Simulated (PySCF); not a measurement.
# C3H6F2O: the cost of one run

Programs: PySCF 2.14.0, with density-fitted response routines of our own. Each step states its level of theory. These are calculated values for one molecule in the gas phase, unless marked as measured. Atoms are numbered from 0 throughout.

**1. Starting geometry**

12 atoms, charge 0, multiplicity 1; geometry from: GFN2-xTB. The atoms were then displaced at random by about 0.01 Å, so the start is not that level's minimum.

Bonds of the start (Å): C0–O1 1.45, O1–C2 1.37, C2–F3 1.40, C2–C4 1.51, C4–F5 1.37, C0–H6 1.08, C0–H7 1.08, C0–H8 1.11, C2–H9 1.12, C4–H10 1.08, C4–H11 1.09.

**2. Optimising the geometry at PBE0-D3(BJ)/def2-SVP**

The job: settings as JSON, then the geometry in Å.

```
{"job": {"xc": "PBE0", "basis": "def2-SVP", "d3": "d3bj", "grid": 1, "shake": 0.01, "kind": "geom"}, "charge": 0, "multiplicity": 1}
C      1.809650     0.410850     0.482500
O      0.448300     0.702530     0.079940
C     -0.322030    -0.401140    -0.181100
F      0.181230    -1.023050    -1.334790
C     -1.762830    -0.002500    -0.402220
F     -2.433950    -0.017380     0.795970
H      1.815660    -0.172130     1.390070
H      2.349280    -0.076850    -0.320120
H      2.244090     1.409760     0.687350
H     -0.226110    -1.171350     0.626810
H     -2.256680    -0.710590    -1.055230
H     -1.806920     1.023580    -0.778210
```

Command:

```sh
OMP_NUM_THREADS=1 python probes_run.py task.json out
```

One launch serves the whole session: the jobs run in the order shown.

**Question.** How long does this first job take on 1 thread of Arm Neoverse V2, shared host, and how much memory does it need?

About 39 s, with a peak of 0.47 GiB.
